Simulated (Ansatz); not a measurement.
Structure relaxation of Re₂Os

Level of theory: DFT PBE, scalar-relativistic, plane waves, PAW (Ansatz 0.2.0). Cutoff 420 eV, Γ-centred k mesh, Gaussian smearing, no spin polarisation in the final step.

The start puts Re₂Os on the AlB2 structure type (P6/mmm, No. 191), with Os in place of Al, Re in place of B, at a guessed volume.

```yaml
crystal:
  lattice:
    - [3.48000, 0.00000, 0.00000]
    - [-1.74000, 3.01377, 0.00000]
    - [0.00000, 0.00000, 3.75747]
  atoms:
    - { symbol: Re, position: [0.33333, 0.66667, 0.50000] }
    - { symbol: Re, position: [0.66667, 0.33333, 0.50000] }
    - { symbol: Os, position: [0.00000, 0.00000, 0.00000] }
```

Cell and atoms relax at zero pressure; the relaxation can't lower the symmetry of the start. After a coarse first stage the cell is made exact in the group found at 0.06 Å.

Energies over the elements count from the elements' standard structures at the same level, with no empirical corrections.

(1) What does it relax into?

(2) What are its volume, energy, density and gap?

Results:

(1) It keeps P6/mmm (No. 191), but not the shape of the type it started on. Conventional cell: a = 4.365 Å, c = 2.727 Å. Re has 3 Re at 2.52 Å, 2 Re at 2.73 Å and 6 Os at 2.87 Å; Os has 2 Os at 2.73 Å and 12 Re at 2.87 Å.

Space group P6/mmm (No. 191). a = 4.365 Å, b = 4.365 Å, c = 2.727 Å, α = 90.00°, β = 90.00°, γ = 120.00°
```tsv
atom	site	symmetry	x	y	z
Re	2d	-6m2	0.3333	0.6667	0.5000
Os	1a	6/mmm	0.0000	0.0000	0.0000
```

(2) The volume per atom is 15.00 Å³. The density is 20.76 g/cm³, the energy over the elements is 0.17 eV/atom and the gap on the 12×12×16 mesh is 0 eV (a metal).

The final run used a 12×12×16 mesh on its 3-atom cell and 0.10 eV smearing. The k mesh leaves about 4 meV/atom of noise in metals. Spin–orbit coupling is left out. A structure relaxed within its symmetry needn't be a true minimum.

Cost: 4 runs of about 1.2 core-minutes in all, on Arm Neoverse V2 (shared hosts).